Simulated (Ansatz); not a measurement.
# Active spaces for Li2O, singlet

Computed with Ansatz's Gaussian-basis code (development build). Basis def2-SVP, nonrelativistic, 3 orbitals frozen in the corrections. State-specific CASSCF; RHF is the lowest restricted (open-shell) Hartree–Fock solution met. The basis is small, far from the limit. No symmetry is imposed, so a solution can break that of the shape. No proof that the lowest CASSCF solution was found.

Geometry:

| atom | x (Å) | y (Å) | z (Å) |
| --- | --- | --- | --- |
| Li | 0.0000 | 0.0000 | 1.7345 |
| O | 0.0000 | 0.0000 | 0.0000 |
| Li | 0.0000 | 0.0000 | -1.7345 |

(1) What do CASSCF and its corrections give against RHF in CAS(6,6), and what are the occupations?

## Answers

(1) CASSCF -2.974 eV, SC-NEVPT2 -5.766 eV; occupations 1.97, 1.96, 1.96, 0.04, 0.04, 0.03.
